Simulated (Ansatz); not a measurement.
Species: hydrogen isocyanide, CHN, net charge 0, singlet state. SMILES: [C-]#[NH+]
Coordinates optimised at B3LYP-D3(BJ)/def2-TZVP (Ansatz, a first-principles code):
```xyz
3

C      0.0000     0.0000    -0.7364
N      0.0000     0.0000     0.4276
H      0.0000     0.0000     1.4250
```
Charge 0, spin multiplicity 1.

Parts of the frozen-core correlation energy in cc-pVDZ (Ansatz, hartree). Frozen orbitals: 2; correlated occupied orbitals by spin: 5 and 5; virtual: 26 and 26. Spin-orbit coupling is left out. No relativistic terms.

| term | value |
|---|---|
| reference (HF) | -92.86622 |
| MP2 opposite-spin | -0.20228 |
| MP2 same-spin | -0.06861 |
| CCSD correlation | -0.28521 |
| (T) | -0.01127 |
| CCSDT minus CCSD(T) | -0.00049 |
| CCSDT(Q) minus CCSD(T) | -0.00144 |
| T1 diagnostic | 0.017 |
| largest doubles amplitude | 0.081 |
